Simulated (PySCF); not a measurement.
## Electronic absorption of 2-cyanoacetamide

Species: 2-cyanoacetamide, C3H4N2O.
SMILES with atom numbers: `[N:1]#[C:2][CH2:3][C:4]([NH2:5])=[O:6]` (hydrogens: H7, H8 on C3; H9, H10 on N5)

Computed, not measured: TDDFT PBE0/def2-SVPD, vertical, gas phase, core orbitals frozen in the response in PySCF 2.14.0, density-fitted response routines. One conformer (not necessarily the lowest) at the GFN2-xTB geometry, without solvent, vibrations or thermal averaging. Torsions of this conformer, `[N:1]#[C:2][CH2:3][C:4]([NH2:5])=[O:6]`: C2–C3–C4–N5 32°, H–N5–C4–C3 -179°, H–N5–C4–C3 -8°.

Problem. What does the calculation give for the low-lying excited states?

Solution. 

```json
{"state": "S1", "E (eV)": "5.79", "λ (nm)": "214.2", "f": "0.0011", "main configurations (H = HOMO, L = LUMO)": "H→L (87%)"}
{"state": "S2", "E (eV)": "7.19", "λ (nm)": "172.4", "f": "0.0070", "main configurations (H = HOMO, L = LUMO)": "H→L+1 (45%), H→L+2 (32%), H-1→L (14%)"}
{"state": "S3", "E (eV)": "7.23", "λ (nm)": "171.6", "f": "0.010", "main configurations (H = HOMO, L = LUMO)": "H→L+2 (50%), H→L+1 (28%), H→L+3 (11%)"}
{"state": "S4", "E (eV)": "7.46", "λ (nm)": "166.2", "f": "0.076", "main configurations (H = HOMO, L = LUMO)": "H-1→L (57%), H-1→L+1 (17%), H→L+1 (14%)"}
{"state": "S5", "E (eV)": "7.55", "λ (nm)": "164.2", "f": "0.054", "main configurations (H = HOMO, L = LUMO)": "H→L+3 (62%), H-1→L+1 (16%)"}
{"state": "S6", "E (eV)": "7.67", "λ (nm)": "161.6", "f": "0.059", "main configurations (H = HOMO, L = LUMO)": "H-1→L+1 (56%), H-1→L (14%)"}
```

Triplets, Tamm–Dancoff:

```
state  E (eV)  λ (nm)  main configurations (H = HOMO, L = LUMO)
   T1    5.29   234.3                                 H→L (85%)
   T2    5.55   223.3                               H-1→L (81%)
```

The lowest singlet comes at 214 nm (558 kJ/mol) in the ultraviolet; it is very weak; its leading configuration is HOMO→LUMO (87%). The most intense listed level is S4 at 7.46 eV (166 nm, f = 0.076), 1.67 eV above S1. Löwdin shares by element: HOMO oxygen 66%, carbon 18% or more, nitrogen 6% or more; LUMO carbon 41% or more, oxygen 21%, nitrogen 12% or more (atoms not listed hold the other 27%). Of the 6 states listed, 4 reach f = 0.01 and none stays under 0.0005. The listed states span 1.88 eV, and the widest gap between neighbours is 1.40 eV (S1 to S2). Weighted by f, the mean energy of these states is 7.51 eV. Only the lowest 6 singlets were computed, as vertical energies without vibronic structure.
